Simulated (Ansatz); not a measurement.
One elementary step

Start structure (BH4OF, closed shell), relaxed at PBE0-D4/def2-TZVP:

B1  (-0.972, 0.495, -0.271)
O2  (0.271, 0.302, 0.238)
H3  (-1.457, -0.427, -0.850)
H4  (-1.514, 1.551, -0.123)
H5  (1.238, -1.114, 0.162)
F6  (1.794, -1.867, 0.143)
H7  (0.641, 1.060, 0.701)
(Å)

The step: BH₃O ([BH2][OH]) + HF → BH₂F ([BH2][F]) + H₂O (still joined by a long B–O bond); bonds formed: B1–F6, O2–H5; bonds broken: H5–F6; bonds weakened to dative contacts: B1–O2. Program: Ansatz 0.2.0. Basis: def2-TZVPP and def2-QZVPP. Cores are frozen in the correlated methods. Extrapolation: Hartree–Fock as exp(−7.88 √X), correlation as X^−2.97. Energies below are by CCSD(T) at an estimated basis limit (MP2 extrapolated from triple and quadruple zeta, plus CCSD(T) − MP2 in triple zeta).

(1) What are the electronic barrier and the energy of the step, from the start structure to the end structure? (An estimate is asked for; the value comes from the calculation.)

No T1 diagnostic of these runs exceeds 0.013.

Answers

(1) By the calculation: Barrier 20.52 kcal/mol; step energy -1.72 kcal/mol (downhill); reverse barrier, their difference, 22.23 kcal/mol. Barrier and step energy count from the start structure, the reverse barrier from the end structure.

The saddle point: One imaginary mode of 851i cm⁻¹.
```
 pair  start (Å)  saddle (Å)  end (Å)
B1–F6       3.66        1.67     1.38
O2–H5       1.72        1.29     0.97
B1–O2       1.36        1.50     1.72
H5–F6       0.94        1.10     2.57
```

Zero-point energy (harmonic, PBE0-D4): ZPE is 30.17 kcal/mol at the start and 29.26 kcal/mol at the saddle, so the barrier goes from 20.52 to 19.61 kcal/mol.

Steps of this kind, hydrogen fluoride cutting a network bond, underlie vapour etching and the fluorination step of atomic layer etching.

Labels in which every atom is bracketed show which atoms are joined, not bond orders.

For scale, one of the runs: CCSD(T)/def2-TZVPP, 149 basis functions, launched by `ansatz run in.yaml --threads 2 --pin off --events-out ev --progress --plain --max-ram 4352MiB`. The run took 14 s on 2 CPU threads of an Arm Neoverse V2 (shared host), with 1 GiB of host memory at its peak.
